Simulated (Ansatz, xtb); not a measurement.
Molecule: CH₃S (charge -1, singlet). It need not be the lowest isomer of its formula. Whether it binds its extra electron was not tested at this geometry. 
Coordinates optimised at B3LYP-D3(BJ)/def2-TZVP (Ansatz, a program for electronic structure):
```
C
H 1 1.0994
H 1 1.0994 2 106.54
H 1 1.0994 2 106.54 3 -113.46
S 1 1.8337 2 112.26 3 123.27
```
Charge -1, spin multiplicity 1.

Harmonic wavenumbers from GFN2-xTB (xtb, at its own minimum), cm⁻¹: 717, 929, 929, 1330, 1502, 1502, 2856, 2857, 2896.

Give the harmonic wavenumbers at B3LYP-D3(BJ)/def2-TZVP (Ansatz, finite differences of forces, unscaled).

686, 921, 921, 1314, 1474, 1474, 2922, 2945, 2945 cm⁻¹. Zero-point energy 22.3 kcal/mol.

From these and the geometry, give the ideal-gas thermochemistry at 298.15 K and 1 atm (rigid rotor, harmonic oscillator).

Point group C3v, rotational symmetry number 3. Rotational constants 161.4, 12.76, 12.76 GHz. S(trans) 37.47, S(rot) 17.86, S(vib) 0.63, S(elec, spin only) 0.00, S 56.0 cal/(mol K). H(298) - H(0) 2.52 kcal/mol; G - E(el) 8.1 kcal/mol.
